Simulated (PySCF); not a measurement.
Compound: formyl fluoride, CHFO.
SMILES with atom numbers: `[O:1]=[CH:2][F:3]` (hydrogens: H4 on C2)

Jobs on this species (4 atoms, 24 electrons) with PySCF (density fitting). Hardware of each: one thread, Arm Neoverse V1 (aarch64) (shared host). Times come from a shared host and carry two figures at best. Peak memory is the resident size of the whole Python process, interpreter and libraries included.

Task: Rank these jobs by wall time, shortest first.
A. wB97X-D/def2-SVPD; 10 singlets by full TDDFT, 4 Tamm–Dancoff triplets, polarisability, ΔSCF ions; 74 basis functions
B. PBE0/aug-cc-pVDZ; 10 singlets by full TDDFT, 4 Tamm–Dancoff triplets, polarisability; 78 basis functions
C. PBE0/def2-SVP; 10 singlets by full TDDFT, 4 Tamm–Dancoff triplets, polarisability; 47 basis functions

Result: C (1.4 s), B (2.4 s), A (4.7 s).

All jobs:

```json
{"level and settings": "PBE0/def2-SVP", "work": "10 singlets by full TDDFT, 4 Tamm–Dancoff triplets, polarisability", "basis functions": "47", "SCF cycles": "12", "wall time": "1.4 s", "peak memory": "0.34 GiB"}
{"level and settings": "PBE0/6-31+G*", "work": "10 singlets by full TDDFT, 4 Tamm–Dancoff triplets, polarisability", "basis functions": "56", "SCF cycles": "11", "wall time": "1.7 s", "peak memory": "0.42 GiB"}
{"level and settings": "PBE0/aug-cc-pVDZ", "work": "10 singlets by full TDDFT, 4 Tamm–Dancoff triplets, polarisability", "basis functions": "78", "SCF cycles": "12", "wall time": "2.4 s", "peak memory": "0.36 GiB"}
{"level and settings": "PBE0/def2-SVPD", "work": "10 singlets by full TDDFT, 4 Tamm–Dancoff triplets, polarisability, ΔSCF ions", "basis functions": "74", "SCF cycles": "12", "wall time": "4.1 s", "peak memory": "0.33 GiB"}
{"level and settings": "PBE0/def2-TZVPD", "work": "10 singlets by full TDDFT, 4 Tamm–Dancoff triplets, polarisability", "basis functions": "126", "SCF cycles": "13", "wall time": "4.2 s", "peak memory": "0.42 GiB"}
{"level and settings": "BHandHLYP/def2-SVPD", "work": "10 singlets by full TDDFT, 4 Tamm–Dancoff triplets, polarisability, ΔSCF ions", "basis functions": "74", "SCF cycles": "13", "wall time": "4.2 s", "peak memory": "0.33 GiB"}
{"level and settings": "wB97X-D/def2-SVPD", "work": "10 singlets by full TDDFT, 4 Tamm–Dancoff triplets, polarisability, ΔSCF ions", "basis functions": "74", "SCF cycles": "14", "wall time": "4.7 s", "peak memory": "0.33 GiB"}
{"level and settings": "CAM-B3LYP/def2-SVPD", "work": "10 singlets by full TDDFT, 4 Tamm–Dancoff triplets, polarisability, ΔSCF ions", "basis functions": "74", "SCF cycles": "13", "wall time": "4.9 s", "peak memory": "0.33 GiB"}
{"level and settings": "LC-wPBE/def2-SVPD", "work": "10 singlets by full TDDFT, 4 Tamm–Dancoff triplets, polarisability, ΔSCF ions", "basis functions": "74", "SCF cycles": "13", "wall time": "6.3 s", "peak memory": "0.34 GiB"}
```

Task: What do all jobs in the table cost together?

Result: About 34 s; the longest takes about 19 % of that, and about 4.5 times as long as the shortest.
